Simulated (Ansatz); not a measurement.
hcp Cd, treated with LC-ωPBE (PAW; Ansatz, a program for electronic structure).

Run with plane-wave cutoff 460 eV, 12×12×6 k mesh (along the axes of the cell as run), Fermi–Dirac smearing 0.05 eV, scalar-relativistic PAW data made under PBE.

Computed at the level's own relaxed cell.

**Question.** What does this level give for the equilibrium lattice constant a and lattice parameter c?

**Answer.** 
- equilibrium lattice constant a = 2.903 Å
- lattice parameter c = 5.722 Å

Measured, for comparison: lattice constant a 2.979 Å, lattice parameter c 5.617 Å (293 K, no zero-point or thermal correction; as tabulated in Wikipedia's data pages). Computed (rounded) less measured: lattice constant a -2.6 %, lattice parameter c +1.9 %.

Computed values are for the static lattice.

Computing time: around 80 core-minutes (rough).
